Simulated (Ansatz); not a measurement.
Reaction (SMILES): Cl (HCl) → HCl+ (doublet, bonded as Cl) + e-
B3LYP-D3(BJ)/def2-TZVP geometries, fixed; electronic energies without zero-point terms.

Core correlation in the adiabatic ionisation energy at CCSD(T) with Ansatz (a quantum-chemistry and plane-wave program), in eV: frozen core against 1s of Al to Cl frozen alone. Core-valence sets carry the plain set on hydrogen. Open shells are unrestricted.

```tsv
basis	functions, most	frozen core
cc-pV(D+d)Z	28	12.226
cc-pCVDZ	32	12.236
cc-pV(T+d)Z	53	12.572
cc-pwCVTZ	73	12.574
cc-pCVTZ	73	12.569
cc-pV(Q+d)Z	94	12.718
cc-pCVQZ	139	12.716
cc-pwCVQZ	139	12.718
```

Q: How large is the core term in each set?

A: The largest core-valence set, cc-pwCVQZ, gives a core term of 0.015 eV; the valence set cc-pV(Q+d)Z, which lacks functions for the core, gives 0.004. By row: cc-pV(D+d)Z 0.007, cc-pCVDZ 0.006, cc-pV(T+d)Z 0.004, cc-pwCVTZ 0.013, cc-pCVTZ 0.011, cc-pV(Q+d)Z 0.004, cc-pCVQZ 0.014, cc-pwCVQZ 0.015.
